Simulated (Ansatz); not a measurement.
# AlF2 (doublet): B3LYP, r2SCANh, wB97M-V over a scan of the angle F2–Al1–F3, cc-pVDZ

How well do these functionals follow the top wave-function level for AlF2 (doublet) over a scan of the angle F2–Al1–F3?

The runs use Ansatz 0.2.0, Gaussian basis; cc-pVDZ, all electrons in the functionals.

Plan: B3LYP, r2SCANh, wB97M-V, at 68.2°; 84.2°; 107.5°; 118.4°; 119.7°; 138.4°; 157.0°; 180.0°.

32 further runs of the same task are left out: 16 for a known fault of the program, 2 for a mislabelled method, 13 that didn't finish, 1 set aside as unsound or not needed.

### Step 1. What is computed

The geometry derives from a PBE0/def2-TZVP stationary point (not a proven minimum). One angle is set to the value named; bond lengths are kept.

3 atoms, charge 0, spin multiplicity 2.

Atoms are counted from 1 here; the program's logs count them from 0.

Bond lengths: Al1–F2 1.647 Å, Al1–F3 1.647 Å. Angles: F2–Al1–F3 119.7°.

Coordinates:

| atom | x (Å) | y (Å) | z (Å) |
| --- | --- | --- | --- |
| Al1 | 0.00000 | -0.48381 | 0.00000 |
| F2 | 0.00000 | 0.34356 | -1.42355 |
| F3 | 0.00000 | 0.34356 | 1.42355 |

No dispersion term is added; wB97M-V holds VV10 nonlocal correlation. B3LYP takes the VWN-RPA correlation.

The geometry shown and the zero of energy belong to the point 119.7°. The yardstick, UCCSDT(Q), and other wave-function levels (R restricted, U unrestricted, valence and pair active spaces) come from earlier runs.

### Step 2. B3LYP, 68.2°

in.yaml

```yaml
crystal:
  periodic: [false, false, false]
  atoms:
    - {symbol: Al, position_ang: [0.000000, -0.797274, 0.000000]}
    - {symbol: F, position_ang: [0.000000, 0.566144, -0.923104]}
    - {symbol: F, position_ang: [0.000000, 0.566144, 0.923104]}
basis:
  gaussian: {orbitals: cc-pVDZ}
magnetization: {spin_polarized: true, initial_magnetization: 1}
hamiltonian: {xc: {name: B3LYP}}
```

Started as:

```sh
ansatz run in.yaml --threads 1 --pin off --events-out ev --progress --plain --max-ram 2393MiB
```

Further steps of the session: B3LYP, 84.2°; B3LYP, 107.5°; B3LYP, 118.4°; B3LYP, 119.7°; B3LYP, 138.4°; B3LYP, 157.0°; B3LYP, 180.0°; r2SCANh, 68.2°; r2SCANh, 84.2°; r2SCANh, 107.5°; r2SCANh, 118.4°; r2SCANh, 119.7°; r2SCANh, 138.4°; r2SCANh, 157.0°; r2SCANh, 180.0°; wB97M-V, 68.2°; wB97M-V, 84.2°; wB97M-V, 107.5°; wB97M-V, 118.4°; wB97M-V, 119.7°; wB97M-V, 138.4°; wB97M-V, 157.0°; wB97M-V, 180.0°.

**Question.** What will the summary of the whole plan be? Wanted: span of the UCCSDT(Q) curve; largest miss, B3LYP; largest miss, r2SCANh; largest miss, wB97M-V.

As calculated:

| quantity | value |
| --- | --- |
| span of the UCCSDT(Q) curve | 2.960 eV |
| largest miss, B3LYP | -0.201 eV (180.0°) |
| largest miss, r2SCANh | -0.161 eV (68.2°) |
| largest miss, wB97M-V | -0.267 eV (180.0°) |

Of the functionals, r2SCANh keep the smallest largest miss at the points compared (at most 0.161 eV) and wB97M-V strays most (0.267 eV, at 180.0°). Functionals and the yardstick converge differently with the basis, so part of each miss in cc-pVDZ is the basis.
